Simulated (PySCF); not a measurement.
LiF, SMILES [F][Li]. Heavy atoms are numbered as in [Li:1][F:2].

Coordinates come from a PBE0-D3(BJ)/def2-TZVPD optimisation.

Method: PySCF with r2SCAN/def2-TZVPD.

Mulliken values depend strongly on the basis, most of all with diffuse functions as here. ESP charges are fitted to the potential on shells at 1.4 to 2.0 van der Waals radii. Atomic charges (e), one atom of each kind:

```csv
atom,ESP fit,Mulliken
Li1,0.82,0.88
F2,-0.82,-0.88
```
